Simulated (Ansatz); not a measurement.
Ansatz (a program for electronic structure) input (B3LYP/6-31G*):

Ansatz 0.2 input:
```yaml
crystal:
  periodic: [false, false, false]
  atoms:
    - {symbol: C, position_ang: [0.00000000, 0.00000000, 0.52038192]}
    - {symbol: O, position_ang: [-0.00000000, -0.00000000, -0.59275078]}
    - {symbol: H, position_ang: [0.00000000, 0.00000000, 1.61971471]}
basis:
  gaussian:
    orbitals: 6-31G*
hamiltonian:
  xc: {name: B3LYP}
total_charge: 1
phonons: {temperatures: {t_min: 298.15, t_max: 298.15, t_step: 100}}
```

Output:

```
Functional definition: B3LYP
integrals: 0.00 GiB planned
328 factors; integrals over basis functions are off by at most 2.8e-4 eV
mean field: 0.06 GiB planned
mean field evaluation 1: about -3078.7758 eV, gradient 7.9e1 eV
mean field evaluation 2: about -3029.2696 eV, gradient 1.7e2 eV
mean field evaluation 4: about -3089.6882 eV, gradient 4.1e0 eV
mean field evaluation 8: about -3089.7247 eV, gradient 2.4e-2 eV
mean field -3089.72467156 eV, -113.5452873893 hartree, gradient 4.0e-5 eV, S^2 0.000000; 0 other end points of the search recorded, 0 dependent functions left out
the calculation of the forces begins
reference -3089.72477758 eV, -113.5452912853 hartree; 7, 7 occupied and 25, 25 virtual orbitals, 328 factors
these checks for a lower state are left out or cut short: stability, starts, cluster_reference, orbital_swaps, neighbouring_geometries, increment
integrals: 0.00 GiB planned
328 factors; integrals over basis functions are off by at most 2.8e-4 eV
mean field: 0.06 GiB planned
mean field evaluation 16: about -3089.7246 eV, gradient 1.0e-4 eV
mean field -3089.72464687 eV, -113.5452864818 hartree, gradient 2.6e-6 eV, S^2 0.000000; 0 other end points of the search recorded, 0 dependent functions left out
the calculation of the forces begins
reference -3089.72475288 eV, -113.5452903777 hartree; 7, 7 occupied and 25, 25 virtual orbitals, 328 factors
these checks for a lower state are left out or cut short: stability, starts, cluster_reference, orbital_swaps, neighbouring_geometries, increment
integrals: 0.00 GiB planned
328 factors; integrals over basis functions are off by at most 2.8e-4 eV
mean field: 0.06 GiB planned
mean field -3089.72464687 eV, -113.5452864818 hartree, gradient 2.6e-6 eV, S^2 0.000000; 0 other end points of the search recorded, 0 dependent functions left out
the calculation of the forces begins
reference -3089.72475288 eV, -113.5452903777 hartree; 7, 7 occupied and 25, 25 virtual orbitals, 328 factors
these checks for a lower state are left out or cut short: stability, starts, cluster_reference, orbital_swaps, neighbouring_geometries, increment
integrals: 0.00 GiB planned
328 factors; integrals over basis functions are off by at most 2.8e-4 eV
mean field: 0.06 GiB planned
mean field evaluation 32: about -3089.7246 eV, gradient 2.5e-6 eV
mean field -3089.72464687 eV, -113.5452864818 hartree, gradient 2.6e-6 eV, S^2 0.000000; 0 other end points of the search recorded, 0 dependent functions left out
the calculation of the forces begins
reference -3089.72475288 eV, -113.5452903777 hartree; 7, 7 occupied and 25, 25 virtual orbitals, 328 factors
these checks for a lower state are left out or cut short: stability, starts, cluster_reference, orbital_swaps, neighbouring_geometries, increment
integrals: 0.00 GiB planned
328 factors; integrals over basis functions are off by at most 2.8e-4 eV
mean field: 0.06 GiB planned
mean field -3089.72464687 eV, -113.5452864818 hartree, gradient 2.6e-6 eV, S^2 0.000000; 0 other end points of the search recorded, 0 dependent functions left out
the calculation of the forces begins
reference -3089.72475288 eV, -113.5452903777 hartree; 7, 7 occupied and 25, 25 virtual orbitals, 328 factors
these checks for a lower state are left out or cut short: stability, starts, cluster_reference, orbital_swaps, neighbouring_geometries, increment
integrals: 0.00 GiB planned
328 factors; integrals over basis functions are off by at most 2.8e-4 eV
mean field: 0.06 GiB planned
mean field -3089.72410486 eV, -113.5452665634 hartree, gradient 2.5e-6 eV, S^2 0.000000; 0 other end points of the search recorded, 0 dependent functions left out
the calculation of the forces begins
reference -3089.72421083 eV, -113.5452704577 hartree; 7, 7 occupied and 25, 25 virtual orbitals, 328 factors
these checks for a lower state are left out or cut short: stability, starts, cluster_reference, orbital_swaps, neighbouring_geometries, increment
integrals: 0.00 GiB planned
328 factors; integrals over basis functions are off by at most 2.8e-4 eV
mean field: 0.06 GiB planned
mean field -3089.72410292 eV, -113.5452664923 hartree, gradient 5.4e-7 eV, S^2 0.000000; 0 other end points of the search recorded, 0 dependent functions left out
the calculation of the forces begins
reference -3089.72420899 eV, -113.5452703900 hartree; 7, 7 occupied and 25, 25 virtual orbitals, 328 factors
these checks for a lower state are left out or cut short: stability, starts, cluster_reference, orbital_swaps, neighbouring_geometries, increment
integrals: 0.00 GiB planned
328 factors; integrals over basis functions are off by at most 2.8e-4 eV
mean field: 0.06 GiB planned
mean field -3089.72466547 eV, -113.5452871653 hartree, gradient 2.7e-6 eV, S^2 0.000000; 0 other end points of the search recorded, 0 dependent functions left out
the calculation of the forces begins
reference -3089.72477148 eV, -113.5452910612 hartree; 7, 7 occupied and 25, 25 virtual orbitals, 328 factors
these checks for a lower state are left out or cut short: stability, starts, cluster_reference, orbital_swaps, neighbouring_geometries, increment
integrals: 0.00 GiB planned
328 factors; integrals over basis functions are off by at most 2.8e-4 eV
mean field: 0.06 GiB planned
mean field evaluation 64: about -3089.7246 eV, gradient 1.7e-1 eV
mean field -3089.72466547 eV, -113.5452871653 hartree, gradient 2.7e-6 eV, S^2 0.000000; 0 other end points of the search recorded, 0 dependent functions left out
the calculation of the forces begins
reference -3089.72477148 eV, -113.5452910612 hartree; 7, 7 occupied and 25, 25 virtual orbitals, 328 factors
these checks for a lower state are left out or cut short: stability, starts, cluster_reference, orbital_swaps, neighbouring_geometries, increment
integrals: 0.00 GiB planned
328 factors; integrals over basis functions are off by at most 2.8e-4 eV
mean field: 0.06 GiB planned
mean field -3089.72466547 eV, -113.5452871653 hartree, gradient 2.7e-6 eV, S^2 0.000000; 0 other end points of the search recorded, 0 dependent functions left out
the calculation of the forces begins
reference -3089.72477148 eV, -113.5452910612 hartree; 7, 7 occupied and 25, 25 virtual orbitals, 328 factors
these checks for a lower state are left out or cut short: stability, starts, cluster_reference, orbital_swaps, neighbouring_geometries, increment
integrals: 0.00 GiB planned
328 factors; integrals over basis functions are off by at most 2.8e-4 eV
mean field: 0.06 GiB planned
mean field -3089.72466547 eV, -113.5452871653 hartree, gradient 2.7e-6 eV, S^2 0.000000; 0 other end points of the search recorded, 0 dependent functions left out
the calculation of the forces begins
reference -3089.72477148 eV, -113.5452910612 hartree; 7, 7 occupied and 25, 25 virtual orbitals, 328 factors
these checks for a lower state are left out or cut short: stability, starts, cluster_reference, orbital_swaps, neighbouring_geometries, increment
integrals: 0.00 GiB planned
328 factors; integrals over basis functions are off by at most 2.8e-4 eV
mean field: 0.06 GiB planned
mean field -3089.72421526 eV, -113.5452706206 hartree, gradient 4.6e-7 eV, S^2 0.000000; 0 other end points of the search recorded, 0 dependent functions left out
the calculation of the forces begins
reference -3089.72432131 eV, -113.5452745178 hartree; 7, 7 occupied and 25, 25 virtual orbitals, 328 factors
these checks for a lower state are left out or cut short: stability, starts, cluster_reference, orbital_swaps, neighbouring_geometries, increment
integrals: 0.00 GiB planned
328 factors; integrals over basis functions are off by at most 2.8e-4 eV
mean field: 0.06 GiB planned
mean field evaluation 96: about -3089.7242 eV, gradient 3.3e-7 eV
mean field -3089.72422354 eV, -113.5452709248 hartree, gradient 3.3e-7 eV, S^2 0.000000; 0 other end points of the search recorded, 0 dependent functions left out
the calculation of the forces begins
reference -3089.72432952 eV, -113.5452748195 hartree; 7, 7 occupied and 25, 25 virtual orbitals, 328 factors
these checks for a lower state are left out or cut short: stability, starts, cluster_reference, orbital_swaps, neighbouring_geometries, increment
integrals: 0.00 GiB planned
328 factors; integrals over basis functions are off by at most 2.8e-4 eV
mean field: 0.06 GiB planned
mean field -3089.72466531 eV, -113.5452871597 hartree, gradient 1.7e-6 eV, S^2 0.000000; 0 other end points of the search recorded, 0 dependent functions left out
the calculation of the forces begins
reference -3089.72477133 eV, -113.5452910556 hartree; 7, 7 occupied and 25, 25 virtual orbitals, 328 factors
these checks for a lower state are left out or cut short: stability, starts, cluster_reference, orbital_swaps, neighbouring_geometries, increment
integrals: 0.00 GiB planned
328 factors; integrals over basis functions are off by at most 2.8e-4 eV
mean field: 0.06 GiB planned
mean field -3089.72466531 eV, -113.5452871597 hartree, gradient 1.7e-6 eV, S^2 0.000000; 0 other end points of the search recorded, 0 dependent functions left out
the calculation of the forces begins
reference -3089.72477133 eV, -113.5452910556 hartree; 7, 7 occupied and 25, 25 virtual orbitals, 328 factors
these checks for a lower state are left out or cut short: stability, starts, cluster_reference, orbital_swaps, neighbouring_geometries, increment
integrals: 0.00 GiB planned
328 factors; integrals over basis functions are off by at most 2.8e-4 eV
mean field: 0.06 GiB planned
mean field -3089.72466531 eV, -113.5452871597 hartree, gradient 1.7e-6 eV, S^2 0.000000; 0 other end points of the search recorded, 0 dependent functions left out
the calculation of the forces begins
reference -3089.72477133 eV, -113.5452910556 hartree; 7, 7 occupied and 25, 25 virtual orbitals, 328 factors
these checks for a lower state are left out or cut short: stability, starts, cluster_reference, orbital_swaps, neighbouring_geometries, increment
integrals: 0.00 GiB planned
328 factors; integrals over basis functions are off by at most 2.8e-4 eV
mean field: 0.06 GiB planned
mean field -3089.72466531 eV, -113.5452871597 hartree, gradient 1.7e-6 eV, S^2 0.000000; 0 other end points of the search recorded, 0 dependent functions left out
the calculation of the forces begins
reference -3089.72477133 eV, -113.5452910556 hartree; 7, 7 occupied and 25, 25 virtual orbitals, 328 factors
these checks for a lower state are left out or cut short: stability, starts, cluster_reference, orbital_swaps, neighbouring_geometries, increment
integrals: 0.00 GiB planned
328 factors; integrals over basis functions are off by at most 2.8e-4 eV
mean field: 0.06 GiB planned
mean field evaluation 128: about -3089.7246 eV, gradient 9.5e-6 eV
mean field -3089.72456831 eV, -113.5452835949 hartree, gradient 2.8e-6 eV, S^2 0.000000; 0 other end points of the search recorded, 0 dependent functions left out
the calculation of the forces begins
reference -3089.72467434 eV, -113.5452874914 hartree; 7, 7 occupied and 25, 25 virtual orbitals, 328 factors
these checks for a lower state are left out or cut short: stability, starts, cluster_reference, orbital_swaps, neighbouring_geometries, increment
integrals: 0.00 GiB planned
328 factors; integrals over basis functions are off by at most 2.8e-4 eV
mean field: 0.06 GiB planned
mean field -3089.72456197 eV, -113.5452833620 hartree, gradient 1.4e-6 eV, S^2 0.000000; 0 other end points of the search recorded, 0 dependent functions left out
the calculation of the forces begins
reference -3089.72466797 eV, -113.5452872575 hartree; 7, 7 occupied and 25, 25 virtual orbitals, 328 factors
Total energy: -3089.72477758 eV, -113.5452912853 hartree
Atom 0 at     0.000000     0.000000     0.520382 Å, force    -0.000000     0.000000    -0.000457 eV/Å
Atom 1 at    -0.000000    -0.000000    -0.592751 Å, force     0.000000    -0.000000    -0.000602 eV/Å
Atom 2 at     0.000000     0.000000     1.619715 Å, force     0.000000    -0.000000     0.001059 eV/Å
Dipole moment:    -0.000000     0.000000     0.782782 e Å
Vibrations: 866.97 866.97 2266.35 3259.27 cm⁻¹, zero-point energy 0.450035 eV
```

The blocks after the first are displaced geometries, from whose forces the wavenumbers follow.

The dipole moment of an ion depends on the origin.
